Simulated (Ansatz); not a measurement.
# C₂H₂S: basis-set convergence

One table from this session's results is given with a row withheld; the runs are named, their logs left out.

The runs use Ansatz 0.2.0, Gaussian basis; one geometry, several basis sets.

Plan: PBE0-D4/def2-SVP; ωB97M-V/def2-SVP; PBE0-D4/def2-QZVPP; ωB97M-V/def2-QZVPP; CCSD(T)/cc-pV(D+d)Z; CCSD(T)/cc-pV(T+d)Z; CCSD(T)/cc-pV(Q+d)Z; the functionals' def2-TZVPP values are taken from earlier runs.

### Structure used throughout

An earlier PBE0-D4 in a triple-zeta def2 set relaxation fixed the geometry.

SMILES `C#CS`, 5 atoms, charge 0, spin multiplicity 1.

Atoms are counted from 1 here; the program's logs count them from 0.

Bond lengths: C1–C2 1.204 Å, C1–H4 1.064 Å, C2–S3 1.679 Å, S3–H5 1.346 Å. Angles: C2–C1–H4 179.3°, C1–C2–S3 175.2°, C2–S3–H5 96.7°.

Set-up of the first run:

The input, in.yaml:

```yaml
crystal:
  periodic: [false, false, false]
  atoms:
    - {symbol: C, position_ang: [-1.196758, -0.341980, 0.001867]}
    - {symbol: C, position_ang: [0.000682, -0.223683, 0.026135]}
    - {symbol: S, position_ang: [1.678888, -0.197622, 0.083396]}
    - {symbol: H, position_ang: [-2.256772, -0.433404, -0.021842]}
    - {symbol: H, position_ang: [1.823860, 1.123087, -0.130956]}
basis:
  gaussian: {orbitals: def2-SVP}
hamiltonian: {xc: pbe0, dispersion: d4}
output: {orbitals: {seedname: orbitals}}
```

Among the steps run: PBE0-D4 in def2-SVP; ωB97M-V in def2-SVP; PBE0-D4 in def2-QZVPP; ωB97M-V in def2-QZVPP.

One table of the session follows, with a row left open; its other results are not shown here.

It belongs to the step «Density functionals: the series». 

```
functional       basis  HOMO (eV)  LUMO (eV)
   PBE0-D4    def2-SVP      -6.86       0.03
   PBE0-D4  def2-TZVPP      -6.97      -0.31
   PBE0-D4  def2-QZVPP      -7.00      -0.42
   ωB97M-V    def2-SVP          ?          ?
   ωB97M-V  def2-TZVPP      -9.09       1.73
   ωB97M-V  def2-QZVPP      -9.12       1.42
```

Estimate the missing values for ωB97M-V, def2-SVP.

The run gave: HOMO (eV): -8.95; LUMO (eV): 2.18. In the column «HOMO (eV)» it lies between ωB97M-V, def2-TZVPP (-9.09) and PBE0-D4, def2-QZVPP (-7.00).
